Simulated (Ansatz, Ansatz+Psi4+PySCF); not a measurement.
```xyz
5

C     0.4919   -0.0004    0.0003
H     1.1106    0.6461    0.6462
H     1.1112   -0.6463   -0.6452
F    -0.2877    0.7753   -0.7757
F    -0.2868   -0.7749    0.7758
```

Basis set: cc-pVTZ (spherical functions). Frozen core: 3 orbitals. Charge 0, multiplicity 1.

Computed with Ansatz (development build ahead of 0.2.0); each method stands on the lowest determinant of its kind that the runs found. Restricted open shells among the atoms or ions are ROHF, correlated in semicanonical orbitals with singles.

The atomization energy at this shape (free ground-state atoms in the same class of orbitals less the molecule, no zero-point energy) of singlet CH₂F₂:

| method | atomization energy |
| --- | --- |
| RHF-MP2 | 19.00 eV |

Task: What does RHF give?

Result: 13.79 eV.
